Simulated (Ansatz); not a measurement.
Results of RPBE in Ansatz (PAW) for pyrite RuS₂.

Settings: plane-wave cutoff 520 eV, 6×6×6 k mesh, Fermi–Dirac smearing 0.01 eV, no spin polarisation, scalar-relativistic PAW data made under PBE.

Energies at three volumes about the minimum:

| V (Å³/atom) | E − E_lowest (meV/atom) |
|---|---|
| 14.990 | 3.21 |
| 15.295 | 0.00 |
| 15.601 | 2.93 |

Fit a parabola by hand: where is the minimum, what lattice constant follows, and what is the bulk modulus?

Slopes: (0.00 − 3.21)/(15.295 − 14.990) = -10.525 and (2.93 − 0.00)/(15.601 − 15.295) = 9.575 meV/Å³. Curvature E″ = 2 × (9.575 − (-10.525))/(15.601 − 14.990) = 65.794 meV/Å⁶. From the middle of the first interval, the slope vanishes at V0 = 15.1425 − (-10.525)/65.794 = 15.302 Å³/atom. B = V0 E″ = 15.302 × 65.794 meV/Å³ × 0.1602 GPa per meV/Å³ = 161 GPa. With 12 atoms in the cube, a = (12 × 15.302)^(1/3) = 5.684 Å. The full Birch–Murnaghan fit to all volumes gives V0 = 15.296 Å³/atom and B0 = 161 GPa.

Shape and atoms are relaxed at each volume.

Measured, for comparison: lattice constant a 5.61 Å (temperature not stated, no zero-point or thermal correction; as tabulated in Wikipedia's data pages).

Note: the bulk modulus comes from volumes at which shape and atoms were relaxed.

Ansatz is a quantum-chemistry and plane-wave program.
